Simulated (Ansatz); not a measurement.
System: fluorite CdF2. Method: HSE06 in Ansatz (PAW).

Settings: plane-wave cutoff 520 eV, 8×8×8 k mesh, scalar-relativistic PAW data made under PBE.

The cell has the measured lattice: a = 5.388 Å, b = 5.388 Å, c = 5.388 Å, α = 90.00°, β = 90.00°, γ = 90.00°.

Task: Estimate the elastic constant C44, elastic constant C11, Voigt–Reuss–Hill bulk modulus, polycrystal shear modulus (Hill average) and elastic constant C12 that the calculation returns.

Result: 
* **elastic constant C44**: 21.9 GPa
* **elastic constant C11**: 191 GPa
* **Voigt–Reuss–Hill bulk modulus**: 112 GPa
* **polycrystal shear modulus (Hill average)**: 33.0 GPa
* **elastic constant C12**: 72.6 GPa

Note: the cell isn't this level's own, so it is under some stress, which shifts stiffness and frequencies.

Elastic constants are with the ions relaxed.

Static lattice: no zero-point or thermal effects.

The result took about 60 core-minutes (a rough figure).

Ansatz is a program for electronic structure.
